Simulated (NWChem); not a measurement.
**Correlation energy of H₂Si (+1)**

```
Si
H 1 1.5137
H 1 1.5137 2 119.91
```
Charge +1, spin multiplicity 2.

All runs are NWChem calculations. All single points use one geometry, from UPBE/def2-SVP, a minimum by its harmonic frequencies.

Basis set: cc-pVDZ. Each correlation energy counts from its own Hartree-Fock reference.

| method | correlation energy (mHa) |
|---|---|
| CCSDT on ROHF | -86.6 |
| UMP2 | -61.7 |
| CCSD(T) on UHF | -84.4 |
| CCSD(T) on ROHF | -86.2 |
| SCS-UMP2 | -69.4 |
| CCSD[T] on ROHF | -86.2 |
| CCSD on ROHF | -84.6 |
| URI-MP2 | -61.6 |
| CCSD on UHF | -83.0 |
| CCSD[T] on UHF | -84.4 |

The values span 25.0 mHa, from CCSDT on ROHF (lowest) to URI-MP2 (highest). 

The correlated methods keep 5 core orbitals frozen. This spin state was chosen for the runs; another may lie lower. The structure started from a generated list of species. The unpaired electrons of the parent sit in orbitals of symmetry a1 (C2v labels of the run); other states weren't searched. The stability of the SCF solutions was not checked. Open-shell Hartree-Fock references start from PBE0 orbitals. No row is a measurement; the coupled-cluster row has its own basis-set and correlation limits.
